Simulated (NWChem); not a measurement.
# C2H3, doublet; SMILES C=[CH]

All runs: NWChem. Pople sets run with spherical d functions. Spin-unrestricted. Medium grid unless said otherwise, to which SCAN and Minnesota functionals are sensitive. In the optimisation the excess spin sits in a' (Cs, its own frame). The geometry was optimised at PBE0-D3(BJ)/def2-TZVP, spin-unrestricted. No stability test was run on the SCF state. Level r2SCAN/6-31G*: single points from the atomic guess with DIIS by default; each run changes one setting, and all converged runs end within 0.3 mHa of each other.

Which setting needs the most SCF iterations, or fails (no level shifting; core-Hamiltonian guess; defaults; DIIS on 20 Fock matrices; level shift of 0.5 Ha throughout; occupation smearing of 0.005 Ha)?

level shift of 0.5 Ha throughout, with 17 against 11 for the defaults.
| setting | SCF iterations |
|---|---|
| defaults | 11 |
| DIIS on 20 Fock matrices | 9 |
| core-Hamiltonian guess | 13 |
| no level shifting | 11 |
| level shift of 0.5 Ha throughout | 17 |
| occupation smearing of 0.005 Ha | 11 |
